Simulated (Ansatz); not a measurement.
Input file:

```yaml
crystal:
  periodic: [false, false, false]
  atoms:
    - {symbol: Pt, position_ang: [0.000000, 0.000000, 0.000000]}
    - {symbol: B, position_ang: [0.000000, 0.000000, 1.881800]}
basis:
  gaussian: {orbitals: def2-TZVPP}
magnetization: {spin_polarized: false, initial_magnetization: 1}
correlation: {method: fic_mrcisd_q, electrons: outside_noble_gas, active_space: {window: {electrons: 13, orbitals: 10}, shells: [{species: B, l: s, shell: 2}, {species: B, l: p, shell: 2}, {species: Pt, l: s, shell: 6}, {species: Pt, l: d, shell: 5}]}}
```

```sh
$ ansatz run in.yaml --threads 2 --pin off --events-out ev --progress --plain --max-ram 24576MiB --backend cuda --devices 0, --max-vram 18GiB
```

The program prints:

```
1067 factors; integrals over basis functions are off by at most 1.7e-7 eV
mean field evaluation 1: about -3886.5594 eV, gradient 4.2e1 eV
mean field evaluation 2: about -3886.5620 eV, gradient 4.2e1 eV
mean field evaluation 4: about -3891.4104 eV, gradient 5.9e0 eV
mean field evaluation 8: about -3891.4983 eV, gradient 5.9e-1 eV
mean field evaluation 16: about -3891.4973 eV, gradient 2.3e-1 eV
mean field evaluation 32: about -3890.8354 eV, gradient 1.4e-3 eV
mean field evaluation 64: about -3891.0400 eV, gradient 1.2e1 eV
mean field evaluation 96: about -3891.5167 eV, gradient 4.8e-1 eV
mean field evaluation 128: about -3891.4895 eV, gradient 1.8e-1 eV
mean field evaluation 160: about -3891.4816 eV, gradient 7.2e-1 eV
mean field evaluation 192: about -3891.4813 eV, gradient 2.5e-1 eV
mean field evaluation 224: about -3891.2924 eV, gradient 2.6e0 eV
mean field evaluation 256: about -3891.5292 eV, gradient 3.0e-6 eV
mean field -3891.52917338 eV, -143.0110593483 hartree, gradient 3.0e-6 eV, S^2 0.750000; 13 other end points of the search recorded, 0 dependent functions left out
reference -3891.52917338 eV, -143.0110593483 hartree; 12, 11 occupied and 75, 76 virtual orbitals, 1067 factors
state -3894.48837254 eV, -143.1198079118 hartree
contracted CI cycle   1: correlation 0.00000000 eV, 0.0000000000 hartree, residual 3.32e1 eV
contracted CI cycle   2: correlation -8.55176218 eV, -0.3142714636 hartree, residual 4.59e0 eV
contracted CI cycle   3: correlation -8.79755057 eV, -0.3233040203 hartree, residual 1.08e0 eV
contracted CI cycle   4: correlation -8.81222201 eV, -0.3238431858 hartree, residual 3.03e-1 eV
contracted CI cycle   5: correlation -8.81325342 eV, -0.3238810895 hartree, residual 7.61e-2 eV
contracted CI cycle   6: correlation -8.81332613 eV, -0.3238837613 hartree, residual 2.28e-2 eV
contracted CI cycle   7: correlation -8.81333227 eV, -0.3238839872 hartree, residual 5.80e-3 eV
contracted CI cycle   8: correlation -8.81333268 eV, -0.3238840020 hartree, residual 1.47e-3 eV
state -3894.48837254 eV, -143.1198079118 hartree; corrected -3904.16818343 eV, -143.4755344009 hartree
Total energy: -3904.16818343 eV, -143.4755344009 hartree
Checks for a lower state left out: starts, orbital_swaps
```

Ran on 2 threads of AMD EPYC 7R13 with a shared H100 80 GB, shared host: 18 s wall, 0.9 GiB peak host memory.
